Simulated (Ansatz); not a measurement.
## A rate constant, worked out

An elementary step of AlH3ClF, singlet (AlH₂F ([F][AlH2]) + HCl → AlH₂Cl ([AlH2][Cl]) + HF (still joined by a long Al–F bond); Al–F, H–Cl broken or loosened, Al–Cl, F–H formed or tightened). The start structure is the complex of the reactants, bound by 0.34 eV, and the electronic barrier above it is 0.268 eV by CCSD(T) at an estimated basis limit (MP2 extrapolated from triple and quadruple zeta, plus CCSD(T) − MP2 in triple zeta). Program: Ansatz 0.2.0. Basis: def2-TZVPP and def2-QZVPP. Cores are frozen in the correlated methods. Extrapolation: Hartree–Fock as exp(−7.88 √X), correlation as X^−2.97. Harmonic wavenumbers at PBE0-D4/def2-TZVP (Ansatz 0.2.0), in cm⁻¹:

Start: 139, 173, 219, 354, 405, 545, 656, 745, 806, 1952, 1958, 2897.

Saddle: 505i, 326, 387, 506, 518, 620, 745, 821, 884, 1524, 1973, 1988.

Task: Work out the transition-state-theory rate constant at 300 K from these numbers alone (harmonic vibrations; rotation, path degeneracy and anharmonicity left out), and the Wigner tunnelling factor. Use 1 cm⁻¹ = 1.2398 × 10⁻⁴ eV and k_B = 8.617 × 10⁻⁵ eV/K.

Result: Zero-point energies, half the sums: start 10849/2 cm⁻¹ = 0.6726 eV; saddle, real modes only, 10292/2 cm⁻¹ = 0.6380 eV.
Barrier with zero-point energy: 0.268 + 0.6380 − 0.6726 = 0.2334 eV.
k_BT = 0.02585 eV, so the barrier is 9.03 k_BT.
Vibrational partition functions from the zero-point level, ln q = −Σ ln(1 − exp(−hν/k_BT)): start 2.251, saddle 0.700.
k = (k_BT/h) exp(ln q‡ − ln q) exp(−E0/k_BT), with log₁₀(k_BT/h in s⁻¹) = 12.80: log₁₀ k = 12.80 + (-1.551 − 9.03)/2.3026 = 8.20, so k ≈ 2 × 10^(8) s⁻¹.
Wigner factor: 1 + (hν‡/k_BT)²/24 = 1 + (2.42)²/24 = 1.24. A change of 1 kcal/mol (0.043 eV) in the barrier would change k by a factor of 5.4 at this temperature.

The T1 diagnostic stays at or below 0.011.

Labels in which every atom is bracketed show which atoms are joined, not bond orders.

For scale, one of the runs: CCSD(T)/def2-TZVPP, 157 basis functions, launched by `ansatz run in.yaml --threads 2 --pin off --events-out ev --progress --plain --max-ram 4352MiB`. Time: 18 s of wall clock on 2 CPU threads of an Intel Xeon Platinum 8259CL; the host was shared. Peak host memory: 1.1 GiB.
